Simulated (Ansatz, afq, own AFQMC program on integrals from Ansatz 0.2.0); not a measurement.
Integrals from Ansatz 0.2.0, then the random walk in our own AFQMC program (afq).

```yaml
crystal:
  periodic: [false, false, false]
  atoms:
    - {symbol: Ge, position_ang: [0.000000, -0.008843, 0.666646]}
    - {symbol: Al, position_ang: [0.000000, -0.026517, -1.782004]}
    - {symbol: H, position_ang: [0.000000, 1.347127, -0.341215]}
basis:
  gaussian: {orbitals: cc-pVDZ}
magnetization: {spin_polarized: true, initial_magnetization: 2}
correlation: {method: ccsd_t, electrons: outside_noble_gas, hamiltonian_folder: ham}
```

```sh
$ ansatz run in.yaml --threads 1 --pin off --events-out ev --progress --plain --max-ram 1382MiB
```

afq runs on the folder ham with

```
--method free --trial cisd --walkers 60 --time-step 0.03 --max-blocks 80 --target-error 0.00034 --factor-cut 1e-05 --seed 717 --times 0,0.3,0.6,1.2,1.8,2.4,3.6,4.8,6 --taylor-order 8
```

Times are imaginary, in 1/Eh. The walk had a cap of 630 s. Filled inner d shells are frozen with the cores.

Output of the walk:

```
orbitals 31  electrons 5 3  factors 237 of 554
reference energy -2317.78942312 Eh
CCSD correlation -0.14566840 Eh in 15 cycles, weight of the determinant in the CISD state 0.8542
repeat  energy at the last time / Eh  error
    10  -2317.942726  0.000903
    20  -2317.943521  0.000943
    30  -2317.943133  0.000708
    40  -2317.943222  0.000613
    50  -2317.943099  0.000512
    60  -2317.942903  0.000477
    70  -2317.942889  0.000422
    80  -2317.943059  0.000401
time / (1/Eh)  energy / Eh  error  mean overlap
  0.00  -2317.935008  0.000082  1.1700
  0.30  -2317.937740  0.000119  1.1737
  0.60  -2317.939434  0.000140  1.1752
  1.20  -2317.940952  0.000151  1.1820
  1.80  -2317.942044  0.000211  1.1752
  2.40  -2317.942218  0.000238  1.1819
  3.60  -2317.942492  0.000338  1.1879
  4.80  -2317.942744  0.000306  1.1897
  6.00  -2317.943059  0.000401  1.1900
energy -2317.943059 +/- 0.000401 Eh
```

The run passed its tests (error under three times the target), which doesn't prove that it has relaxed.

Against this walk (error 10.9 meV) on the same determinant: CCSD(T) 54.9 meV higher, CCSDT(Q) 3.6 meV higher (within the noise). The error is statistical, and a free projection of finite length keeps a remainder of its start. The last points still move (meV from the last: 28 ± 6 at 1.80, 23 ± 6 at 2.40, 15 ± 9 at 3.60, 9 ± 8 at 4.80, 0 ± 11 at 6.00), but the last one has reached CCSDT(Q) within the noise or passed it, so little can be left to fall.

Cautions: remainder of the start not in the error; error above the target (10.9 against 9.3 meV); no relativity below Rb; no spin-orbit coupling; inner d shell frozen; lower spins were not checked; unrestricted determinant slightly spin contaminated (⟨S²⟩ 2.07 against 2.00).

The walk took 2.5 min on 1 thread of Intel(R) Xeon(R) Platinum 8488C (Sapphire Rapids), on a shared host. The log's last line is the free-projection energy.

CCSDT and higher add their correlation energy to the determinant of the CCSD(T) run, since their own runs factorise the integrals more tightly (a shift of under 2 meV). A walk keeps the symmetry of its determinant, which the program's search chose and which needn't be the lowest solution, so a lower state of the same spin and another symmetry isn't excluded.
